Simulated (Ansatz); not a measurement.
`OC1NCS1`. The species carries charge 0 and has multiplicity 1.

Cartesian coordinates in Å:
```
O 0.874 -0.961 1.517
C 0.475 -0.610 0.242
N 0.243 0.800 0.133
C -1.029 0.803 -0.575
S -1.278 -0.973 -0.256
H 1.301 -1.822 1.484
H 1.167 -1.036 -0.499
H 0.993 1.340 -0.277
H -1.787 1.446 -0.122
H -0.959 1.013 -1.647
```

Question: Give the diagnostics of a CCSD(T)/def2-TZVPP run (frozen core, Ansatz 0.2.0). (Best estimate.)

Answer: The calculation gave: T1 = 0.0120, largest single amplitude 0.012, largest double 0.019, (T) share of the correlation energy 4.2 %, 10 CCSD cycles. The RHF solution is stable towards an unrestricted one. T1 lies under the customary mark of 0.02 for closed shells.
